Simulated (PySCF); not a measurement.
# Computed NMR parameters against published values

Bonds (- single, = double, # triple, : aromatic): Cl1-C2 1.785 Å, C2-C3 1.510 Å, C3-Cl4 1.785 Å. C2 carries H5, H6; C3 carries H7, H8.

PySCF calculation with structure optimised with PBE0-D3(BJ)/def2-SVP and shieldings: GIAO B3LYP/pcSseg-2; non-relativistic, one computed conformer, gas phase, equivalent nuclei averaged.

Reference values: measured (solution, CDCl3, 298 K; Fulmer et al., Organometallics 2010, 29, 2176).
```
      atoms  quantity  reference  computed  computed, scaled
      C2/C3     δ 13C       43.5      50.9              46.7
H5/H6/H7/H8      δ 1H       3.73      3.51              3.46
```

Reference values: measured (solution, C6D6, 298 K; Fulmer et al., Organometallics 2010, 29, 2176).
```tsv
atoms	quantity	reference	computed	computed, scaled
C2/C3	δ 13C	43.6	50.9	46.7
```

Reference values: measured (solution, DMSO-d6, 298 K; Fulmer et al., Organometallics 2010, 29, 2176).
| atoms | quantity | reference | computed | computed, scaled |
| --- | --- | --- | --- | --- |
| C2/C3 | δ 13C | 45.0 | 50.9 | 46.7 |
| H5/H6/H7/H8 | δ 1H | 3.90 | 3.51 | 3.46 |

Reference values: measured (solution, TFE-d3, 298 K; Fulmer et al., Organometallics 2010, 29, 2176).
```tsv
atoms	quantity	reference	computed	computed, scaled
C2/C3	δ 13C	45.3	50.9	46.7
H5/H6/H7/H8	δ 1H	3.71	3.51	3.46
```

Computed shifts are σ(ref) − σ with the named reference compound (TMS for H and C) calculated as an isolated molecule at the same level. The measured values may be among those fitted. Scaled to experiment by linear calibration (H and C: mostly CDCl3 data, vs TMS): 1H: δ = 30.47 − 0.969σ (rms 0.18 ppm, 51 shifts); 13C: δ = 169.21 − 0.955σ (rms 2.4 ppm, 41 shifts). Occasional misses reach two or three times the rms, and more in compound classes unlike the fitted ones.

Q: How far are the unscaled 13C shifts from the references?

A: Mean signed difference +6.55 ppm, mean absolute 6.55 ppm over 4 comparisons; the largest is +7.4 ppm at C2/C3 (sp3 CH2 bonded to Cl).

Q: How far are the unscaled 1H shifts from the references?

A: Mean signed difference -0.27 ppm, mean absolute 0.27 ppm over 3 comparisons; the largest is -0.39 ppm at H5/H6/H7/H8 (hydrogen on an sp3 CH2 bonded to Cl).

7 of the 22 published NMR values on file for this molecule are compared. The rest: values from further sources, protons in aromatic solvents.

Carbons that carry Cl, above all several Cl atoms, come out too deshielded, partly because spin–orbit coupling is missing.
